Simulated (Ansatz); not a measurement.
C$_{2}$H$_{3}$FS$_{2}$ (`FCC(=S)S`), relaxed with RKS PBE-D4/def2-SVP in the Gaussian-basis code of Ansatz from a rough embedded geometry. The force threshold is 0.03 eV/Å; the program also tests the step.

Charge 0, multiplicity 1.

Start:

```xyz
8

F     1.245   -0.709    0.748
C     0.736   -0.041   -0.341
C    -0.752    0.322   -0.216
S    -1.499    1.052   -1.560
S    -1.545   -0.124    1.259
H     1.332    0.884   -0.508
H     0.917   -0.727   -1.206
H    -0.434   -0.658    1.825
```

Question: By how much does the energy fall, and how many steps does the optimiser take? (An estimate is asked.)

Answer: The calculation gave: 10.11 kJ/mol, in 5 steps.

Question: Which bonds change most? (An estimate is asked.)

Answer: The calculation gave: C3–S4 from 1.701 to 1.643 Å; C3–S5 from 1.733 to 1.748 Å; F1–C2 from 1.374 to 1.390 Å; C2–C3 from 1.537 to 1.523 Å.

Question: Give the relaxed structure. (Estimate.)

Answer: The calculation gave: 
```xyz
8

F     1.269   -0.693    0.769
C     0.751   -0.053   -0.350
C    -0.727    0.299   -0.246
S    -1.475    1.040   -1.508
S    -1.556   -0.106    1.238
H     1.318    0.888   -0.522
H     0.888   -0.710   -1.237
H    -0.468   -0.665    1.856
```
